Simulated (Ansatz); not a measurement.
Rock-salt BaTe was calculated with PBE0 in Ansatz (PAW).

Numerical settings: plane-wave cutoff 460 eV, 6×6×6 k mesh, Fermi–Dirac smearing 0.01 eV, scalar-relativistic PAW data made under PBE.

Results at a series of volumes:

| V (Å³/atom) | E − E_lowest (meV/atom) | P (GPa) |
|---|---|---|
| 41.522 | 11.08 | 1.721 |
| 42.615 | 2.57 | 0.791 |
| 43.193 | 0.52 | 0.348 |
| 43.708 | 0.00 | -0.021 |
| 44.800 | 2.61 | -0.731 |
| 45.893 | 9.75 | -1.351 |

Q: Estimate the bulk modulus from the pressures at 43.193 and 44.800 Å³/atom, and compare it with a fit to all energies.

A: B = −V dP/dV. Between V = 43.193 and 44.800 Å³/atom, dP/dV = (-0.731 − (0.348))/(44.800 − 43.193) = -0.671 GPa per Å³/atom; at the midpoint 43.996 Å³/atom this gives B ≈ 29.5 GPa. The third-order Birch–Murnaghan fit gives V0 = 43.679 Å³/atom, B0 = 30.4 GPa, B′ = 4.4, which lies 3 % above that estimate.

Measured, for comparison: equilibrium volume per atom 43.00 Å³/atom (room temperature, no zero-point or thermal correction; as tabulated in Lucero et al. (2012), arXiv:1111.4515). Computed (rounded) less measured: equilibrium volume per atom +1.6 %.

Spin–orbit coupling is not included.

The computed numbers hold no vibrational or temperature effects.

It cost roughly 19 core-minutes of CPU time.

Ansatz is a program for electronic structure.
